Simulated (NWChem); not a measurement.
SiH2, singlet; SMILES [SiH2]

```xyz
3

Si     0.0000     0.0000     0.1338
H      1.0934     0.0000    -0.9369
H     -1.0934     0.0000    -0.9369
```
Atoms are numbered in this order, from 1.

Program: NWChem. Low-valent species are run as closed-shell singlets; no triplet was tried in these runs. Structure relaxed at the B3LYP/6-31G* (spherical d) level. B3LYP is NWChem's, with the RPA form of VWN correlation. Ions are spin-unrestricted doublets at the neutral geometry; other ion states weren't tried.

Among these, which level gives the highest value of “−ε(HOMO) (eV)”?
A. PBE0/aug-cc-pVDZ
B. BHandHLYP/aug-cc-pVDZ
C. PBE/aug-cc-pVDZ
D. LDA (Slater exchange, VWN5)/aug-cc-pVDZ

B, BHandHLYP/aug-cc-pVDZ. Values: PBE/aug-cc-pVDZ 5.85; LDA (Slater exchange, VWN5)/aug-cc-pVDZ 5.89; PBE0/aug-cc-pVDZ 6.88; BHandHLYP/aug-cc-pVDZ 7.81
